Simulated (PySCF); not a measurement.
Compound: lithium hydride, LiH.
SMILES: `[LiH]`

Theory: PySCF, PBE0-D3(BJ)/def2-SVP geometry optimisation, gas phase.

Masses are those of the commonest isotopes; rigid-rotor values at the optimised geometry. 

Problem. What are the moment of inertia and the rotational constant?

Solution. I = 2.249 u·Å², B = 505379 MHz·u·Å²/I = 224670 MHz (7.4942 cm⁻¹, or 10.782 K as hB/k). For two atoms I = μr² with μ = 0.8812 u and r = 1.5977 Å.

Problem. List the first levels of a rigid rotor in a Σ state.

Solution. E(J) = BJ(J+1): J = 1: 14.988, J = 2: 44.965, J = 3: 89.930, J = 4: 149.884, J = 5: 224.826, J = 6: 314.756 cm⁻¹.

Problem. Where do the first rotational lines fall?

Solution. The dipole is 5.63 D; J+1 ← J lies at 2B(J+1): 1 ← 0 at 449.34 GHz, 2 ← 1 at 898.68 GHz, 3 ← 2 at 1348.02 GHz, 4 ← 3 at 1797.36 GHz, 5 ← 4 at 2246.70 GHz, 6 ← 5 at 2696.04 GHz.

Problem. Estimate the classical rotational partition function at 200 K and 298.15 K.

Solution. Point group C∞v, symmetry number σ = 1; q = kT/(σhB), k/h = 20836.6 MHz/K: 18.5 at 200 K, 27.7 at 298.15 K.

Stationary, but not proved a minimum. Zero-point vibration and centrifugal distortion are left out.
